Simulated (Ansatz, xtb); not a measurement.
## Two isomers of C3H3ClN2

Structure X: `Clc1ncc[nH]1`, a singlet. Structure Y: `Clc1c[nH]cn1`, a singlet. Both are isolated molecules in the gas phase, relaxed with r2SCAN-D4/def2-SVP.

Energies in hartree; the thermal terms are from r2SCAN-D4/def2-SVP harmonic frequencies (ideal gas, rigid rotor, one conformer each, 298.15 K, 1 atm) and include the zero-point energy:

|  | X | Y |
| --- | --- | --- |
| E, CCSD(T)/def2-SVP | −684.327587 | −684.327847 |
| E, MP2/def2-SVP | −684.264425 | −684.264717 |
| E, MP2/def2-TZVPP | −684.889479 | −684.890100 |
| zero-point energy | 0.061772 | 0.061814 |
| H(298 K) − E | 0.067474 | 0.067506 |
| G(298 K) − E | 0.033095 | 0.033140 |

Problem. Correct the CCSD(T) difference for the basis set by the MP2 change, then work out ΔE, ΔE₀, ΔH and ΔG for X → Y in kJ/mol (1 Eh = 2625.50 kJ/mol) and the equilibrium ratio [Y]/[X].

Solution. 1. Differences Y − X: CCSD(T) −0.000260, MP2 in the small set −0.000292, MP2 in the large set −0.000621 Eh.
2. ΔE = −0.000260 + (−0.000621 − (−0.000292)) = −0.000589 Eh = −1.55 kJ/mol.
3. ΔE₀ = ΔE + ΔZPE = −0.000589 + (+0.000042) Eh = −1.44 kJ/mol.
4. ΔH = ΔE + (+0.000032) Eh = −1.46 kJ/mol.
5. ΔG = ΔE + (+0.000045) Eh = −1.43 kJ/mol, so ΔS = (ΔH − ΔG)/T = −0.1 J/(mol K).
6. kT = 0.9442 mEh, so K = [Y]/[X] = exp(−ΔG/kT) = exp(+0.58) ≈ 1.8.

The two are too close for this level to say which is favoured. An error of 4 kJ/mol in ΔG would change K by a factor of 5. Mirror images and further conformers aren't counted.

As drawn, both hold the same kinds of bond in the same numbers.

Other levels gave ΔE = +2.6 (GFN2-xTB); −5.5 (HF/STO-3G, GFN2-xTB geometries); −0.7 (r2SCAN-D4/def2-SVP//GFN2-xTB); −0.8 (r2SCAN-D4/def2-SVP); +0.2 (HF/def2-SVP); −0.8 (MP2/def2-SVP); −0.7 (CCSD(T)/def2-SVP) kJ/mol. The correlated steps freeze 10 core orbitals. Programs: Ansatz 0.2.0, xtb 6.7.1.
